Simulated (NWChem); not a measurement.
# N2H4 anion, doublet; SMILES of the neutral closed-shell parent NN

```xyz
6

N     -0.0778     0.7217     0.1285
N      0.0778    -0.7217     0.1285
H      0.8777     1.0848     0.2248
H     -0.3652     1.0120    -0.8339
H     -0.8777    -1.0848     0.2248
H      0.3652    -1.0120    -0.8339
```
Atoms are numbered in this order, from 1.

All runs: NWChem. Spin-unrestricted. In the optimisation the excess spin sits in a (C2, its own frame). Sets without diffuse functions describe the anion's extra electron poorly. Structure relaxed at the B3LYP/def2-SVPD, spin-unrestricted level. This spin state was assumed; another may lie lower. No stability test was run on the SCF state. The highest occupied level is positive, so the extra electron may be held by the finite basis. B3LYP is NWChem's, with the RPA form of VWN correlation. Atomic charges in e: unrestrained fits to the electrostatic potential beside Mulliken populations; buried atoms are poorly determined by the fit.

### Question
What does the run give for B3LYP/def2-SVP? Quantities: ESP N1; Mulliken N1; ESP N2; Mulliken N2; relative RMS misfit of the potential (%).

### Answer
```json
{
 "ESP N1": "-0.46",
 "Mulliken N1": "-0.06",
 "ESP N2": "-0.47",
 "Mulliken N2": "-0.06",
 "relative RMS misfit of the potential (%)": "9"
}
```
